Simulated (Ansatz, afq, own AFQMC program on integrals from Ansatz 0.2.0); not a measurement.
Integrals from Ansatz 0.2.0, then the random walk in our own AFQMC program (afq).

```yaml
crystal:
  periodic: [false, false, false]
  atoms:
    - {symbol: O, position_ang: [0.000157, -0.000104, -0.041923]}
    - {symbol: H, position_ang: [0.941031, 0.014170, 0.225305]}
    - {symbol: H, position_ang: [-0.483545, 0.809421, 0.218000]}
    - {symbol: H, position_ang: [-0.459974, -0.821935, 0.222149]}
basis:
  gaussian: {orbitals: cc-pVDZ}
total_charge: 1
magnetization: {spin_polarized: false}
correlation: {method: ccsd_t, electrons: outside_noble_gas, hamiltonian_folder: ham}
```

```sh
$ ansatz run in.yaml --threads 1 --pin off --events-out ev --progress --plain --max-ram 1843MiB
```

Options of the walk:

```
--method phaseless --trial cid --walkers 20 --populations 1 --least-time 40 --time-step 0.02 --steps-per-block 10 --equilibration-blocks 30 --max-blocks 200 --target-error 0.00068 --factor-cut 1e-05 --seed 4294 --release-times 0.3,0.6,0.9,1.2 --release-step 0.05 --release-every 5 --taylor-order 6
```

Times are imaginary, in 1/Eh. The walk had a cap of 215 s.

afq prints:

```
orbitals 28  electrons 4 4  factors 213 of 259
reference energy -76.31149766 Eh
CCSD correlation -0.21418980 Eh in 8 cycles, weight of the determinant in the CISD state 0.9464
energy of the start -76.525712 Eh
 block  time / (1/Eh)  mean weight  energy / Eh
     1     0.200  0.9964  -76.526256
     2     0.400  0.9867  -76.525606
     3     0.600  1.0149  -76.527201
     4     0.800  1.0041  -76.529350
     5     1.000  1.0212  -76.526768
     7     1.400  1.0052  -76.526854
     9     1.800  1.0045  -76.526124
    11     2.200  1.0245  -76.527732
    21     4.200  0.9836  -76.532722
    31     6.200  0.9920  -76.532906
    41     8.200  0.9918  -76.527804
    51    10.200  1.0054  -76.529532
    61    12.200  0.9918  -76.529048
    71    14.200  0.9730  -76.524879
    81    16.200  0.9974  -76.524264
    91    18.200  0.9960  -76.532632
   101    20.200  1.0254  -76.526909
   111    22.200  1.0164  -76.528553
   121    24.200  1.0027  -76.536030
   131    26.200  1.0083  -76.528830
   141    28.200  1.0074  -76.526978
   151    30.200  1.0016  -76.532714
   161    32.200  1.0134  -76.527623
   171    34.200  1.0060  -76.525086
   181    36.200  0.9999  -76.527664
   191    38.200  0.9960  -76.544238
   201    40.200  1.0074  -76.532551
   211    42.200  1.0144  -76.531519
   221    44.200  0.9969  -76.531058
   226    45.200  1.0073  -76.525648
blocks merged  error / Eh  count
     1  0.000623  200
     2  0.000683  100
     4  0.000698  50
     8  0.000731  25
    16  0.000752  12
released: time / (1/Eh)  energy / Eh  error  mean overlap
  0.30  -76.531158  0.001076  0.9885
  0.60  -76.531233  0.000602  0.9632
  0.90  -76.528831  0.000489  0.9998
  1.20  -76.528663  0.000439  0.9957
energy -76.530125 +/- 0.000731 Eh
(rows thinned)
```

The run passed its tests (sampling time, drift between the halves within three errors, error under three times the target), which doesn't prove that it has relaxed.

Against this walk (error 19.9 meV) on the same determinant: CCSD(T) 34.6 meV higher (within the noise), CCSDT(Q) 18.4 meV higher (within the noise), a separate phaseless walk with a CISD trial and standard settings 23.7 ± 21.5 meV higher (within the noise). The error is statistical and leaves out the bias of the constraint. The released energies move by 1.5 errors or more from one time to the next (meV from the phaseless value at times in 1/Eh: -28 ± 29 at 0.30, -30 ± 16 at 0.60, 35 ± 13 at 0.90, 40 ± 12 at 1.20), so they give no level.

Cautions: constraint bias not in the error; error above the target (19.9 against 18.5 meV); so few walkers bias the energy; the time-step error isn't removed.

The walk took 5.2 s on 1 thread of Intel(R) Xeon(R) 6975P-C (Granite Rapids), with other jobs on the host. The log's last line is the phaseless energy.

CCSDT and higher add their correlation energy to the determinant of the CCSD(T) run, since their own runs factorise the integrals more tightly (a shift of under 2 meV). A walk keeps the symmetry of its determinant, which the program's search chose and which needn't be the lowest solution, so a lower state of the same spin and another symmetry isn't excluded.
